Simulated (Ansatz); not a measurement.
We consider bcc W, described by r²SCAN in Ansatz (plane waves, PAW).

A relaxed, unreconstructed slab of the (100) face has 8 atoms, two equal faces of 10.041 Å² each and an energy of -83172.8660 eV. A bulk cell of 2 atoms with the same orientation and in-plane k mesh has -20794.5985 eV. Energies are extrapolated to zero smearing.

Run with plane-wave cutoff 500 eV, 18×18×1 k mesh (along the axes of the cell as run), Fermi–Dirac smearing 0.1 eV, scalar-relativistic PAW data made under PBE.

Worked out: γ = (E_slab − N E_bulk per atom)/2A = [-83172.8660 − 8 × (-20794.5985/2)]/(2 × 10.041) = 0.2753 eV/Å². With 16.022 J/m² per eV/Å² this is 4.41 J/m², or 2.76 eV per surface cell and face.

Ansatz is a quantum-chemistry and plane-wave program.
